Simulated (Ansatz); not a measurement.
**Relaxing W**

Method: DFT r2SCAN, scalar-relativistic, plane waves, PAW (Ansatz 0.2.0).

The start is a database structure of W, space group Pm-3n (No. 223).

Input of the last, converged step (default PAW datasets):

```yaml
crystal:
  lattice:
    - [5.06227038, 0.0, 0.0]
    - [0.0, 5.06227038, 0.0]
    - [0.0, 0.0, 5.06227038]
  atoms:
    - { symbol: W, position: [0.25, 0.0, 0.5] }
    - { symbol: W, position: [0.75, 0.0, 0.5] }
    - { symbol: W, position: [0.0, 0.5, 0.25] }
    - { symbol: W, position: [0.0, 0.5, 0.75] }
    - { symbol: W, position: [0.5, 0.75, 0.0] }
    - { symbol: W, position: [0.5, 0.25, 0.0] }
    - { symbol: W, position: [0.0, 0.0, 0.0] }
    - { symbol: W, position: [0.5, 0.5, 0.5] }
basis:
  ecutwfc: 500
kpoints:
  mp_grid: { grid: [8, 8, 8] }
hamiltonian:
  xc: r2scan
scf:
  occupations: { method: gaussian, width: 0.1 }
output:
  forces: true
  stress: true
  eigenvalues: true
relax:
  adjacent_minimum: "off"
  f_tol: 0.01
  max_steps: 80
  cell: { stress_tol: 0.05 }
```

It can be run as:

```bash
ansatz run input.yaml --threads 1 --pin off --backend cpu --events-out ev --progress --plain --runs-dir out  # memory cap (--max-ram) not shown
```

The program printed at the end:

```
SCF converged after 4 iterations
Free energy (F): -83177.525711 eV
Harris-Foulkes:  -83177.525711 eV  (|F-HF|=5.82e-11)
Internal energy: -83177.516413 eV  (E = F + TS)
E sigma→0 (E₀):  -83177.521062 eV
Entropy (-TS):   -0.009298 eV (-1.162 meV/atom)
Fermi energy:    21.835113 eV
--- Per-component energies (eV) ---
  E_band       = -815.780168
  E_kinetic    = 3603.574263
  E_local      = -4952.083328  (includes V_loc(G=0)·N_el)
  E_nonlocal   = 9.361748
  E_hartree    = 1779.862636
  E_xc         = -1991.834590
  E_vxc        = -2078.442965  (∫ρ·V_xc dr)
  E_paw        = -68745.160246  (= ΣΔE_a)
  E_vpaw       = -1065.201310  (= ΣTr[D̂ρ^β])
  E_aug_tail   = -0.000402  (compensation charges beyond the density's cutoff)
  E_vtau       = 107.286583  (kinetic-family band-sum trace: ∫τ·v_τ [+ j·A + Jᵃ·Aᵃ] dr)
  E_ewald      = -12876.532903
  E_core_change = -4.703590  (= ΣΔE_core)
  E_smearing   = -0.009298  (= −TS)
  E_closure    = 0.000000  (closes the sum)
  Σ components = -83177.525711   (vs F -83177.525711, Δ=0.00e0)
--- Forces (eV/Å), atoms counted from 1 ---
  atom   1  W      0.00000000     0.00000000     0.00000000
  atom   2  W      0.00000000     0.00000000     0.00000000
  atom   3  W      0.00000000     0.00000000     0.00000000
  atom   4  W      0.00000000     0.00000000     0.00000000
  atom   5  W      0.00000000     0.00000000     0.00000000
  atom   6  W      0.00000000     0.00000000     0.00000000
  atom   7  W      0.00000000     0.00000000     0.00000000
  atom   8  W      0.00000000     0.00000000     0.00000000
  max |Σ_I F_I| component: 2.78e-17 eV/Å
--- Stress (GPa, compression-positive) ---
       -0.001499       0.000000       0.000000
        0.000000      -0.001499       0.000000
        0.000000       0.000000      -0.001499
  P = ⅓ Tr σ = -0.0015 GPa (-0.015 kbar)
--- Relaxed structure (4 steps of the walk, 3 accepted, 1 SCFs on fresh bases) ---
  F+E_penalty+E_count = -83177.52571103 eV   max|allowed force component| = 8.175e-17 eV/Å   (the final SCF, on the basis selected at the relaxed cell)
  cell:  # Å, volume = 129.0193 Å³
    - [5.053027, 0.000000, 0.000000]
    - [0.000000, 5.053027, 0.000000]
    - [0.000000, 0.000000, 5.053027]
  atoms:
    - { symbol: W, position: [0.25, 0.000000, 0.5] }
    - { symbol: W, position: [0.75, 0.000000, 0.5] }
    - { symbol: W, position: [0.000000, 0.5, 0.25] }
    - { symbol: W, position: [0.000000, 0.5, 0.75] }
    - { symbol: W, position: [0.5, 0.75, 0.000000] }
    - { symbol: W, position: [0.5, 0.25, 0.000000] }
    - { symbol: W, position: [0.000000, 0.000000, 0.000000] }
    - { symbol: W, position: [0.5, 0.5, 0.5] }
```

Total energies depend on the potentials used, so only differences within one code and one set of settings carry meaning.

The result has space group Pm-3n (No. 223). W on Wyckoff site c (6 atoms of the primitive cell) has 2 W at 2.53 Å, 4 W at 2.82 Å and 8 W at 3.09 Å; W on Wyckoff site a (2 atoms of the primitive cell) has 12 W at 2.82 Å.

It lies 0.11 eV/atom above the element's standard state at the same level.

The k mesh leaves about 4 meV/atom of noise in metals. Spin–orbit coupling is left out.

A structure relaxed within its symmetry needn't be a true minimum.